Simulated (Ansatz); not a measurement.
**Which is lower?**

Two relaxed structures of MgH3SO (charge +1), singlet (PBE0-D4/def2-TZVP; forces vanish, vibrations not checked).

A:

```
6
angstrom
O -0.1342 0.1260 -0.4314
S 1.3340 -0.2542 -1.1942
Mg 0.6850 0.1762 1.4114
H 1.1235 -1.5859 -1.2970
H -0.8404 0.3747 -1.0463
H 0.9641 0.2590 3.0464
```

B:

O1  (-0.863, 0.093, -0.956)
S2  (0.870, -0.460, -0.887)
Mg3  (1.191, -0.089, 1.519)
H4  (-1.436, -0.631, -1.268)
H5  (-0.950, 0.851, -1.562)
H6  (1.189, 0.236, 3.154)
(Å)

Ansatz 0.2.0; basis: def2-TZVPP; cores frozen in the correlated methods. The outer core shell of Li, Na, Mg and K is correlated. The def2 sets are not built for correlating such inner shells, so the correlated values are less sure here. B3LYP uses VWN-RPA correlation.

(1) Which structure is lower at CCSD(T), and by how much? (To be estimated.)

T1 diagnostic: at most 0.012.

Answers

(1) By the calculation: A, by 89.4 kJ/mol (electronic energy, against the other). By their contacts, A is MgH₃SO ([OH]1[MgH][SH]1), total charge +1 and B is MgH₃SO ([OH2][S][MgH]), total charge +1.

All methods give the same order:

```tsv
method	E(B) − E(A) (kJ/mol)
PBE-D4	90.8
r2SCAN-D4	98.3
PBE0-D4	89.4
B3LYP-D4	88.9
wB97M-V	86.8
HF	78.1
MP2	94.6
CCSD	88.2
CCSD(T)	89.4
```

Labels in which every atom is bracketed show which atoms are joined, not bond orders.

For scale, one of the runs: CCSD(T)/def2-TZVPP, 147 basis functions, launched by `ansatz run in.yaml --threads 2 --pin off --events-out ev --progress --plain --max-ram 4352MiB`. The run took 27 s on 2 CPU threads of an Arm Neoverse V1 (shared host), with 0.98 GiB of host memory at its peak.
